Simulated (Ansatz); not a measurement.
Ansatz (an electronic-structure program) input:
A basis named .json is the Basis Set Exchange file of that set.

Ansatz 0.2 input:
```yaml
crystal:
  periodic: [false, false, false]
  atoms:
    - {symbol: C, position_ang: [0.01044234, -0.73326621, 0.74046999]}
    - {symbol: C, position_ang: [-0.15364340, 0.65046493, 0.77255556]}
    - {symbol: C, position_ang: [0.15544107, -0.77669827, -0.64508207]}
    - {symbol: C, position_ang: [-0.01056125, 0.74161569, -0.74890149]}
    - {symbol: H, position_ang: [0.02128176, -1.49441527, 1.50909674]}
    - {symbol: H, position_ang: [-0.31709518, 1.38230009, 1.54857521]}
    - {symbol: H, position_ang: [0.31959054, -1.55752538, -1.37162848]}
    - {symbol: H, position_ang: [0.86224415, 1.29066649, -1.11134566]}
    - {symbol: H, position_ang: [-0.89609388, 1.08627730, -1.28894976]}
basis:
  gaussian:
    orbitals: cc-pVQZ
    fitting: {mean_field: def2-universal-jkfit, correlation: cc-pVQZ-RIFIT.json}
magnetization: {spin_polarized: true, initial_magnetization: 1}
correlation: {method: mp2, electrons: outside_noble_gas}
```

Question: What final total energy does it print?

Answer: -154.99648 Eh (RI-MP2/cc-pVQZ). The basis has 370 functions.

It need not be the lowest isomer of its formula.

The determinant is spin-contaminated: <S^2> is 0.96 against 0.75 for a pure state.
